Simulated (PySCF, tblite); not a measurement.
Isomers of C3H3O2 (doublet state), one GFN2-xTB conformer each. Single-point energies are computed at B3LYP/pcH-1 (PySCF, gas phase, no added dispersion term), electronic only. GFN2-xTB treats the open shell by occupation alone, and not every SCF solution was tested for stability.

Problem. Rank them by B3LYP/pcH-1 energy, lowest first (kJ/mol).
A. `[O:1]=[CH:2][C@@H:3]1[CH:4][O:5]1` (doublet state) with O1–C2–C3–C4 -138°
B. `[O:1]=[CH:2][C:3]1[CH2:4][O:5]1` (doublet state) with O1–C2–C3–C4 0°

Solution. B (0.0), A (43.2).

GFN2-xTB itself gives, in the same order: 0.0, 73.2. Both levels put the same isomer lowest.

Problem. What happens when harmonic zero-point energies from GFN2-xTB frequencies are added?

Solution. 
| SMILES | ZPE (kJ/mol) | electronic (kJ/mol) | with ZPE (kJ/mol) |
| --- | --- | --- | --- |
| O=C[C]1CO1 | 137.6 | 0.0 | 0.0 |
| O=C[C@@H]1[CH]O1 | 135.8 | 43.2 | 41.4 |

The zero-point energies span 1.8 kJ/mol. The order is unchanged.

Problem. As an exercise, what shares would exp(−E/RT) give at 1000 K from these electronic energies alone (no entropy, no degeneracies)?

Solution. RT = 8.314 kJ/mol: O=C[C]1CO1 99.5 %, O=C[C@@H]1[CH]O1 0.5 %.
